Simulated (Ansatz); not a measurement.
`CC(O)(F)CF` + `NCF` → `FCNCF` + `CC(O)F`  (substitution at a C–C bond)

Isolated molecules relaxed with PBE0-D4/def2-TZVP in Ansatz; ΔE leaves out vibrations. CCSD(T)/CBS adds triple-zeta CCSD(T) − MP2 to the extrapolated MP2 energy (def2 sets, frozen cores). Functionals use def2-TZVPP. One conformer a species, not always the lowest.

```json
{"level": "PBE-D4", "ΔE (kJ/mol)": "14.2", "difference from CCSD(T)/CBS": "-8.2"}
{"level": "r2SCAN-D4", "ΔE (kJ/mol)": "20.1", "difference from CCSD(T)/CBS": "-2.3"}
{"level": "B2PLYP", "ΔE (kJ/mol)": "15.7", "difference from CCSD(T)/CBS": "-6.7"}
{"level": "PBE0", "ΔE (kJ/mol)": "15.1", "difference from CCSD(T)/CBS": "-7.3"}
{"level": "HF/def2-TZVPP", "ΔE (kJ/mol)": "14.0", "difference from CCSD(T)/CBS": "-8.4"}
{"level": "MP2/def2-TZVPP", "ΔE (kJ/mol)": "20.3", "difference from CCSD(T)/CBS": "-2.1"}
{"level": "CCSD/def2-TZVPP", "ΔE (kJ/mol)": "20.1", "difference from CCSD(T)/CBS": "-2.3"}
{"level": "HF/def2-QZVPP", "ΔE (kJ/mol)": "13.8", "difference from CCSD(T)/CBS": "-8.6"}
{"level": "HF/CBS(def2)", "ΔE (kJ/mol)": "13.8", "difference from CCSD(T)/CBS": "-8.6"}
{"level": "MP2/CBS(def2)", "ΔE (kJ/mol)": "21.9", "difference from CCSD(T)/CBS": "-0.5"}
{"level": "CCSD(T)/CBS", "ΔE (kJ/mol)": "22.4", "difference from CCSD(T)/CBS": "0"}
```

Largest T1 diagnostic among the species: 0.011.

In def2-TZVPP, CCSD(T) changes the Hartree–Fock value by +6.8 kJ/mol (the triples alone add +0.7 kJ/mol) and MP2 by +6.3 kJ/mol.
